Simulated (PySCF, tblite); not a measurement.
Boranyloxyborane, B2H4O.
Bonds: B1–O2, O2–B3. Hydrogens: H4, H5 on B1; H6, H7 on B3.

Computed with GFN2-xTB (tblite), gas phase: Langevin dynamics at 300 K from the optimised GFN2-xTB geometry, time step 0.5 fs, friction 0.01 fs⁻¹, 2000 steps. Over the second half of the run the saved frames average 299 K.

Frame at 250 fs, instantaneous temperature 259 K:
```
atom  x, y, z in Å
B1     -1.840    0.152    0.162
O2     -0.696   -0.312    0.563
B3      0.377   -0.946    1.043
H4     -2.863   -0.208    0.631
H5     -1.572    0.905   -0.739
H6      0.663   -1.992    0.727
H7      1.187   -0.279    1.624
```

Frame at 425 fs, instantaneous temperature 429 K:
```
atom  x, y, z in Å
B1     -1.688    0.001   -0.103
O2     -1.257   -0.821    0.783
B3     -1.022   -1.744    1.619
H4     -1.193    0.915   -0.538
H5     -2.801   -0.138   -0.502
H6     -1.224   -1.475    2.746
H7     -0.457   -2.688    1.245
```

Frame at 625 fs, instantaneous temperature 399 K:
```
atom  x, y, z in Å
B1     -1.490    0.453   -0.317
O2     -1.470   -0.429    0.616
B3     -1.142   -1.505    1.226
H4     -0.644    0.626   -1.103
H5     -2.453    1.169   -0.452
H6     -0.201   -1.483    1.931
H7     -1.786   -2.457    0.997
```

Frame at 800 fs, instantaneous temperature 274 K:
```
atom  x, y, z in Å
B1     -1.993    0.513    0.292
O2     -1.502   -0.543    0.814
B3     -0.808   -1.490    1.306
H4     -1.276    1.183   -0.465
H5     -3.075    0.824    0.873
H6     -0.028   -1.187    2.164
H7     -0.860   -2.630    0.953
```

Frame at 1000 fs, instantaneous temperature 302 K:
```
atom  x, y, z in Å
B1     -1.951    0.234    0.743
O2     -1.529   -0.870    1.329
B3     -1.107   -2.030    1.694
H4     -1.958    0.169   -0.449
H5     -1.890    1.248    1.351
H6      0.002   -2.354    1.720
H7     -1.963   -2.818    1.629
```

Question: What do single points at PBE0/def2-SVPD (PySCF, gas phase, TDDFT, vertical, frozen core in the response) give on these frames?

Answer: 
```json
{"t (fs)": "250", "GFN2-xTB E above start (eV)": "0.32", "DFT E above lowest frame (eV)": "0.00", "HOMO (eV)": "-8.54", "LUMO (eV)": "-1.09", "dipole (D)": "0.46", "S1 (eV)": "5.85", "f(S1)": "0.003"}
{"t (fs)": "425", "GFN2-xTB E above start (eV)": "0.19", "DFT E above lowest frame (eV)": "0.09", "HOMO (eV)": "-8.72", "LUMO (eV)": "-0.70", "dipole (D)": "0.10", "S1 (eV)": "6.07", "f(S1)": "0.000"}
{"t (fs)": "625", "GFN2-xTB E above start (eV)": "0.26", "DFT E above lowest frame (eV)": "0.01", "HOMO (eV)": "-8.35", "LUMO (eV)": "-1.07", "dipole (D)": "0.26", "S1 (eV)": "5.66", "f(S1)": "0.001"}
{"t (fs)": "800", "GFN2-xTB E above start (eV)": "0.29", "DFT E above lowest frame (eV)": "0.02", "HOMO (eV)": "-8.71", "LUMO (eV)": "-0.88", "dipole (D)": "0.27", "S1 (eV)": "6.08", "f(S1)": "0.000"}
{"t (fs)": "1000", "GFN2-xTB E above start (eV)": "0.33", "DFT E above lowest frame (eV)": "0.11", "HOMO (eV)": "-8.53", "LUMO (eV)": "-1.07", "dipole (D)": "0.30", "S1 (eV)": "5.88", "f(S1)": "0.002"}
```

The two levels order the frames differently by energy; measured from each level's lowest frame they differ by 0.13 eV at most. The HOMO–LUMO gap runs from 7.28 to 8.02 eV. These are instantaneous structures, not minima.

What follows is the cost of the whole dynamics run. The run took 2.5 s wall on one thread, Arm Neoverse V2 (aarch64), shared host with 32 logical CPUs at a one-minute load of 20, and the process peaked at 0.18 GiB of memory.
